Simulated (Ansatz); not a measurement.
# C2H6B: the cost of one run

Method: UKS B3LYP/STO-3G, in Ansatz 0.2.0.

## Step 1: The system as given

Bond lengths: C1–B2 1.555 Å, B2–C3 1.571 Å, C1–H4 1.056 Å, C1–H5 1.167 Å, B2–H6 1.198 Å, C3–H7 1.066 Å, C3–H8 1.165 Å, C3–H9 1.171 Å. Angles: C1–B2–C3 116.3°, C1–B2–H6 116.3°, C3–B2–H6 117.4°, B2–C1–H4 111.6°, B2–C1–H5 109.0°, H4–C1–H5 106.5°, B2–C3–H7 113.1°, B2–C3–H8 108.6°, B2–C3–H9 108.7°, H7–C3–H8 110.1°, H7–C3–H9 109.9°, H8–C3–H9 106.2°.

As a file:

```xyz
9

C    -0.5310    0.6598   -1.2440
B    -0.0193    0.5602    0.2206
C     0.4626   -0.8572    0.6957
H    -1.2579   -0.0768   -1.4528
H    -1.0532    1.6924   -1.3954
H     0.5707    1.5137    0.6428
H    -0.2414   -1.6292    0.4864
H     1.4811   -1.0943    0.1831
H     0.6769   -0.8151    1.8466
```

## Step 2: Relaxing end A

input.yaml reads:

```yaml
crystal:
  periodic: [false, false, false]
  atoms:
    - { symbol: C, position_ang: [-0.531, 0.6598, -1.244] }
    - { symbol: B, position_ang: [-0.0193, 0.5602, 0.2206] }
    - { symbol: C, position_ang: [0.4626, -0.8572, 0.6957] }
    - { symbol: H, position_ang: [-1.2579, -0.0768, -1.4528] }
    - { symbol: H, position_ang: [-1.0532, 1.6924, -1.3954] }
    - { symbol: H, position_ang: [0.5707, 1.5137, 0.6428] }
    - { symbol: H, position_ang: [-0.2414, -1.6292, 0.4864] }
    - { symbol: H, position_ang: [1.4811, -1.0943, 0.1831] }
    - { symbol: H, position_ang: [0.6769, -0.8151, 1.8466] }
magnetization:
  spin_polarized: true
  initial_magnetization: 1
basis:
  gaussian: { orbitals: STO-3G }
hamiltonian:
  xc: b3lyp
relax:
  f_tol: 0.015
  max_steps: 40
output:
  orbitals: {}
```

The run is started by

```console
$ ansatz run input.yaml --threads 1 --pin off --max-ram 2048MiB --backend cpu --events-out ev --progress --plain --runs-dir out
```

Q: Estimate wall time and peak memory on 1 thread of Arm Neoverse V2, shared host.

About 21 s, with a peak of 0.11 GiB.
